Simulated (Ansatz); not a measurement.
# Structure optimisation: rhodium, fcc

Level of theory: DFT, PBE, plane waves (420 eV) with PAW, scalar-relativistic in Ansatz.

k-point mesh 14×14×14, Fermi-Dirac smearing 0.1 eV, no spin polarisation. Cell and atoms relax.

Starting structure:

```yaml
crystal:
  lattice:
    - [0.0, 1.90155, 1.90155]
    - [1.90155, 0.0, 1.90155]
    - [1.90155, 1.90155, 0.0]
  atoms:
    - { symbol: Rh, position: [0.0, 0.0, 0.0] }
hamiltonian:
  xc: pbe
  pseudopotentials:
    kind: paw
    azcp:
      Rh: "pseudopotentials/Rh.paw.azcp"
basis:
  ecutwfc: 420
  fft_grid_basis: typed
kpoints:
  mp_grid: { grid: [14, 14, 14], shift: [0, 0, 0] }
magnetization:
  spin_polarized: false
scf:
  occupations: { method: fermi_dirac, width: 0.1 }
relax:
  max_steps: 60
  f_tol: 0.01
  cell: {}
```

The pressure at the start is 6.2 GPa. By how much does the volume change?

From 13.75 to 14.07 Å³ per atom, 2.3 %. The final cell has a = 3.832 Å.

How much energy does the relaxation gain?

6.0 meV per atom.

Path of the relaxation (the plane waves are chosen anew near the end, which can shift the energy a little):

| step | E − E(final) (meV/atom) | V (Å³/atom) | P (GPa) | max force (eV/Å) |
| --- | --- | --- | --- | --- |
| 0 | 5.96 | 13.752 | 6.15 | 0.000 |
| 1 | 3.66 | 14.314 | -4.19 | 0.000 |
| 2 | 0.25 | 14.081 | -0.21 | 0.000 |
| 3 | 0.23 | 14.069 | 0.01 | 0.000 |
| 4 | 0.00 | 14.069 | 0.00 | 0.000 |
